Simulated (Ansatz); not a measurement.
System: zinc-blende InSb. Method: r²SCAN (Ansatz, a program for electronic structure, PAW).

The same calculation (at the measured cell, 33.996 Å³/atom) with different numerical settings:

| run | k mesh | zone-centre TO phonon frequency (cm⁻¹) | rough time |
|---|---|---|---|
| 1 | 4×4×4 | 183.6 | 60 core-s |
| 2 | 6×6×6 | 182.8 | 100 core-s |
| 3 | 8×8×8 | 182.6 | 3 core-min |
| 4 | 12×12×12 | 182.5 | 8 core-min |
| 5 | 16×16×16 | 182.5 | 20 core-min |
| 6 | 20×20×20 | 182.5 | 40 core-min |

In the column zone-centre TO phonon frequency the first row differs from the last by +1.1 and the next to last by 0.0.

The last row is no converged limit: other settings stay fixed.
